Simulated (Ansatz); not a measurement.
# A relaxation, step by step

CH5BO, singlet, PBE0-D4/def2-TZVP (Ansatz 0.2.0). Settings:

```yaml
hamiltonian: {xc: pbe0, dispersion: d4}
relax: {f_tol: 0.005, max_steps: 200}
```

Start, a step off a saddle point along its unstable mode:

B1  (-0.269, -0.717, 0.423)
H2  (-0.722, -0.345, 1.373)
O3  (1.141, -0.363, 0.255)
C4  (0.450, 0.546, -0.471)
H5  (-0.758, 0.501, 0.370)
H6  (-0.823, -1.593, -0.189)
H7  (0.411, 0.372, -1.556)
H8  (0.571, 1.599, -0.206)
(Å)

| step | energy less the last (meV) | largest force component (eV/Å) |
| --- | --- | --- |
| 1 | 2191.8 | 2.916 |
| 2 | 1696.0 | 1.279 |
| 3 | 1352.3 | 1.407 |
| 4 | 1230.3 | 1.672 |
| 5 | 1169.3 | 1.614 |
| 6 | 1037.6 | 0.609 |
| 7 | 1012.5 | 0.716 |
| 8 | 995.8 | 1.429 |
| 9 | 935.3 | 0.931 |
| 10 | 868.7 | 0.883 |
| 11 | 797.4 | 1.024 |
| 12 | 708.4 | 0.621 |
| 13 | 567.5 | 1.456 |
| 14 | 389.6 | 0.878 |
| 15 | 148.9 | 0.796 |
| 16 | 77.2 | 0.824 |
| 17 | 38.5 | 0.272 |
| 18 | 30.5 | 0.507 |
| 19 | 12.2 | 0.198 |
| 20 | 2.1 | 0.145 |
| 21 | 0.4 | 0.082 |
| 22 (rejected trial) | 1.5 | 0.106 |
| 23 | 0.2 | 0.046 |
| 24 (rejected trial) | 0.6 | 0.102 |
| 25 | 0.0 | 0.002 |
| 26 | 0.0 | 0.003 |

Step 12, positions (Å) and forces (eV/Å):

```tsv
atom	x	y	z	Fx	Fy	Fz
B1	-0.322	-1.139	0.821	0.284	0.539	-0.234
H2	-0.495	-0.850	1.986	-0.013	0.023	-0.145
O3	0.457	-0.356	0.023	-0.621	-0.167	-0.242
C4	0.315	0.880	-0.662	-0.155	-0.310	0.515
H5	-0.756	1.142	-0.778	0.580	-0.134	-0.080
H6	-0.820	-2.141	0.358	0.208	0.047	0.079
H7	0.803	0.783	-1.638	-0.216	0.013	0.064
H8	0.817	1.681	-0.109	-0.067	-0.011	0.042
```

Step 19, positions (Å) and forces (eV/Å):

```csv
atom,x,y,z,Fx,Fy,Fz
B1,-0.277,-1.107,0.717,0.067,0.005,0.003
H2,-0.165,-0.436,1.711,-0.031,-0.028,-0.016
O3,-0.057,-0.563,-0.488,-0.139,0.198,-0.026
C4,0.212,0.821,-0.633,0.179,-0.035,0.003
H5,-0.687,1.348,-0.959,-0.040,-0.074,-0.001
H6,-0.573,-2.265,0.739,0.015,-0.032,0.019
H7,0.984,0.949,-1.394,-0.010,-0.049,-0.008
H8,0.564,1.253,0.307,-0.042,0.016,0.027
```

Step 25, positions (Å) and forces (eV/Å):

```
atom       x       y       z      Fx      Fy      Fz
  B1  -0.257  -1.113   0.718   0.000  -0.001   0.002
  H2   0.025  -0.499   1.714   0.001   0.001   0.000
  O3  -0.200  -0.517  -0.480  -0.001   0.000   0.000
  C4   0.183   0.835  -0.632   0.000   0.001  -0.001
  H5  -0.637   1.384  -1.098   0.001   0.000   0.000
  H6  -0.594  -2.261   0.736   0.000   0.000  -0.002
  H7   1.054   0.882  -1.289   0.000   0.000   0.001
  H8   0.427   1.290   0.332  -0.001   0.000   0.000
```

Last step (26):

```
8
angstrom
B -0.2560 -1.1136 0.7177
H 0.0320 -0.5014 1.7134
O -0.2040 -0.5159 -0.4791
C 0.1821 0.8352 -0.6322
H -0.6355 1.3847 -1.1029
H -0.5964 -2.2605 0.7357
H 1.0559 0.8804 -1.2851
H 0.4219 1.2910 0.3327
```

Hardware: 2 CPU threads of an Arm Neoverse V1, shared host. Wall time about 44 s.
